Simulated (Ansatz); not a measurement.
`C=CCS` + H–F → `C=CCF` + H₂S at 400 K and 1 bar (substitution at a C–S bond).

Program: Ansatz. Geometries: PBE0-D4/def2-TZVP. ΔE: electronic, gas phase. CCSD(T)/CBS adds triple-zeta CCSD(T) − MP2 to the extrapolated MP2 energy (def2 sets, frozen cores). This one scheme is used for every species. One conformer a species, not always the lowest.

| species | CCSD(T)/CBS energy (Eh) | H − E (kJ/mol) | S (J/(mol·K)) |
| --- | --- | --- | --- |
| `C=CCS` | -515.51564 | 236.1 | 335.9 |
| H–F | -100.39570 | 36.5 | 182.2 |
| `C=CCF` | -216.92453 | 214.1 | 306.2 |
| H₂S | -398.97279 | 53.4 | 215.9 |

H − E and S are ideal-gas, rigid-rotor, harmonic terms from PBE0-D4/def2-TZVP, for one conformer and one mirror image of each species. 1 Eh = 2625.50 kJ/mol, R = 8.31446 J/(mol·K).

Q: By hand: ΔE, ΔH, ΔS and ΔG.

A: ΔE = (-216.92453) + (-398.97279) − (-515.51564) − (-100.39570) = 0.01402 Eh = 36.8 kJ/mol. Δ(H − E) = 214.1 + 53.4 − 236.1 − 36.5 = -5.1, so ΔH = 31.7 kJ/mol. ΔS = 306.2 + 215.9 − 335.9 − 182.2 = 4.0 J/(mol·K). ΔG = 31.7 − 400 × (4.0)/1000 = 30.1 kJ/mol.

Q: By hand: the equilibrium constant, and the temperature at which ΔG would vanish if ΔH and ΔS stayed fixed.

A: log₁₀ K = −ΔG/(RT ln 10) = -3.9. ΔG = 0 at ΔH/ΔS = 7925 K, far beyond where these terms or the molecules hold.

The number of gas molecules stays the same, so ΔS is small and ΔH decides. A doubt of 5 kJ/mol in ΔE shifts log₁₀ K by 0.7 here. Other conformers and mirror images would add mixing entropy, several J/(mol·K) or more a flexible species. These are equilibria of isolated gas molecules and say nothing of rates. Largest T1 diagnostic: 0.011 (customary marks: 0.02 for closed shells, 0.045 for open ones).
